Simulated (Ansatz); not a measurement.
# C5H4S: structure from calculated spectroscopic constants

These gas-phase data were calculated for one isomer of C5H4S at PBE0-D3(BJ)/def2-SVP (harmonic, unscaled wavenumbers; equilibrium rotational constants with average atomic masses):

```
rotational constants            : 5.199, 2.591, 1.729 GHz
all wavenumbers above 1500 cm⁻¹ : 3284, 3273, 3239, 3175, 1793, 1558
```

Candidates:

(1) `S=C1C=CC=C1`, a singlet
(2) `C=C1C=CC1=S`, a singlet

Q: Which structure fits? Where the bands don't settle it, estimate the moments of inertia from typical bond lengths.

A: Candidate (2). The rotational constants decide: (1) would give 8.344, 2.233, 1.762 GHz.

The same quantities for all candidates:

```tsv
	rotational constants (GHz)	wavenumbers above 1500 cm⁻¹	E above the lowest, PBE0-D3(BJ)/def2-SVP (kcal/mol)
(1)	8.344, 2.233, 1.762	3283, 3281, 3250, 3240, 1654, 1599	0.0
(2)	5.199, 2.591, 1.729	3284, 3273, 3239, 3175, 1793, 1558	22.5
```

Harmonic stretches to hydrogen usually lie a few per cent above observed fundamentals. Programs: Ansatz 0.2.0.
